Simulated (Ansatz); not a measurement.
We consider rock-salt HfC, described by LC-ωPBE in Ansatz (plane waves, PAW).

Run with plane-wave cutoff 460 eV, 10×10×10 k mesh, Fermi–Dirac smearing 0.05 eV, scalar-relativistic PAW data made under PBE.

Computed at the level's own relaxed cell.

Question: Predict the equilibrium volume per atom, bulk modulus, lattice constant a and pressure derivative B′ of the bulk modulus.

Answer: 
equilibrium volume per atom: 12.43 Å³/atom
bulk modulus: 262 GPa
lattice constant a: 4.633 Å
pressure derivative B′ of the bulk modulus: 3.8

Measured, for comparison: equilibrium volume per atom 12.47 Å³/atom, lattice constant a 4.638 Å (temperature not stated, not corrected to a static lattice; as tabulated in Zhang et al. (2018), doi:10.1088/1367-2630/aac7f0); bulk modulus 242 GPa (room temperature, not corrected to a static lattice, our sources range from 242 to 286; as tabulated in Synthesis of Binary Transition Metal Nitrides, Carbides and Borides from the …). Computed (rounded) less measured: equilibrium volume per atom -0.3 %, bulk modulus not scored (sources differ), lattice constant a -0.1 %. A static lattice is as a rule a little smaller and stiffer than an uncorrected measurement, which narrows the difference in the equilibrium volume per atom and would widen misses of the other sign.

Spin–orbit coupling is not included.

It cost roughly 40 core-minutes of CPU time.

Ansatz is an electronic-structure program.
